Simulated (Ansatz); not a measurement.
**BGeNH, quartet in cc-pVDZ: errors against UCCSDT(Q)**

Geometry: displaced at random from a stationary point.

```tsv
atom	x (Å)	y (Å)	z (Å)
B	0.1342	0.5334	1.5652
Ge	-0.0306	0.0558	-0.5057
N	0.0460	-0.7965	1.2428
H	0.1291	1.3268	2.3832
```

Basis cc-pVDZ; Ansatz 0.2.0. Only valence electrons are correlated (noble-gas cores and the filled d shells of p-block atoms frozen), which leaves 13 electrons in 44 orbitals. Prefix R: restricted or restricted open-shell reference; prefix U: unrestricted. No spin–orbit coupling is included, and no scalar relativity.

Full CI isn't at hand for all of this; UCCSDT(Q) serves as the reference, and is uncertain by the last step of the cluster series or more. The frozen core follows each run's orbitals, which can shift R against U totals by a few meV for light atoms and by up to 0.1 eV past Ca.

```
UHF ⟨S²⟩                          : 3.834
T1 diagnostic (RCCSD)             : 0.0327
largest doubles amplitude (RCCSD) : 0.067
T1 diagnostic (UCCSD)             : 0.0352
```

```csv
level,E − E(UCCSDT(Q)) (kJ/mol),wall time
UHF,850.7,–
UMP2,121.6,–
UCCSD,45.3,–
UCCSD(T),7.5,26 s
UCCSDT,4.0,–
```

Run but not shown, since their state, orbitals or frozen core can't be matched to the reference's or they repeat it: RHF, RMP2, RCCSD, RCCSD(T), BCCD(T), RCCSDT, RCCSDT(Q).

Times hold each run's SCF and search for its determinant on a shared host, so for small cases they say little of a method's own cost; they ran on 1 thread of Arm Neoverse N1. Some runs computed forces too.
